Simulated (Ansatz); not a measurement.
# CH₇BSi: basis-set convergence

How large a basis does CH₇BSi need? Two functionals are run in growing sets.

Method: one geometry, several basis sets; program: Ansatz 0.2.0, Gaussian basis.

Levels to be run: PBE0-D4/def2-SVP; ωB97M-V/def2-SVP; PBE0-D4/def2-QZVPP; ωB97M-V/def2-QZVPP; the functionals' def2-TZVPP values are taken from earlier runs.

1 further run of the same task is left out (it didn't finish).

## Step 1: The geometry

The geometry comes from an earlier relaxation with PBE0-D4 in a triple-zeta def2 set; it is a stationary point, not always the lowest conformer.

SMILES `BC[SiH3]`, 10 atoms, charge 0, spin multiplicity 1.

Atoms are counted from 1 here; the program's logs count them from 0.

Bond lengths: B1–C2 1.532 Å, B1–H4 1.198 Å, B1–H5 1.198 Å, C2–Si3 1.896 Å, C2–H6 1.094 Å, C2–H7 1.094 Å, Si3–H8 1.486 Å, Si3–H9 1.486 Å, Si3–H10 1.486 Å. Angles: C2–B1–H4 120.7°, C2–B1–H5 120.6°, H4–B1–H5 118.6°, B1–C2–Si3 106.4°, B1–C2–H6 115.0°, B1–C2–H7 115.0°, Si3–C2–H6 104.4°, Si3–C2–H7 104.2°, H6–C2–H7 110.5°, C2–Si3–H8 110.8°, C2–Si3–H9 108.7°, C2–Si3–H10 111.0°, H8–Si3–H9 108.8°, H8–Si3–H10 108.7°, H9–Si3–H10 108.7°.

As a file:

```xyz
10

B    -0.2163   -0.8729   -1.2382
C     0.4528   -0.6945    0.1285
Si   -0.0997    0.9999    0.7769
H    -1.3162   -1.3402   -1.3235
H     0.3194   -0.4810   -2.2355
H     1.5449   -0.6340    0.1049
H     0.1240   -1.3971    0.9002
H    -1.5736    1.0418    0.9579
H     0.5507    1.2431    2.0907
H     0.2969    2.0837   -0.1589
```

## Step 2: PBE0-D4 in def2-SVP

Contents of in.yaml:

```yaml
crystal:
  periodic: [false, false, false]
  atoms:
    - {symbol: B, position_ang: [-0.216279, -0.872890, -1.238163]}
    - {symbol: C, position_ang: [0.452826, -0.694453, 0.128532]}
    - {symbol: Si, position_ang: [-0.099666, 0.999903, 0.776868]}
    - {symbol: H, position_ang: [-1.316220, -1.340167, -1.323453]}
    - {symbol: H, position_ang: [0.319424, -0.480992, -2.235510]}
    - {symbol: H, position_ang: [1.544936, -0.634019, 0.104892]}
    - {symbol: H, position_ang: [0.124017, -1.397063, 0.900228]}
    - {symbol: H, position_ang: [-1.573595, 1.041799, 0.957884]}
    - {symbol: H, position_ang: [0.550734, 1.243095, 2.090669]}
    - {symbol: H, position_ang: [0.296923, 2.083687, -0.158947]}
basis:
  gaussian: {orbitals: def2-SVP}
hamiltonian: {xc: pbe0, dispersion: d4}
output: {orbitals: {seedname: orbitals}}
```

On the command line:

```console
$ ansatz run in.yaml --threads 2 --pin off --events-out ev --progress --plain --max-ram 4352MiB
```

The runs that follow: ωB97M-V in def2-SVP; PBE0-D4 in def2-QZVPP; ωB97M-V in def2-QZVPP.

Q: Predict the results of all the runs planned. Wanted: PBE0-D4: double and triple zeta above quadruple; ωB97M-V: double and triple zeta above quadruple.

As calculated:

| quantity | value |
| --- | --- |
| PBE0-D4: double and triple zeta above quadruple | 5.14, 0.39 eV |
| ωB97M-V: double and triple zeta above quadruple | 5.33, 0.36 eV |

PBE0-D4 gains 4.75 eV from double to triple zeta, then 0.39 eV more. Total energies overstate the basis error of differences, where much of it tends to cancel.
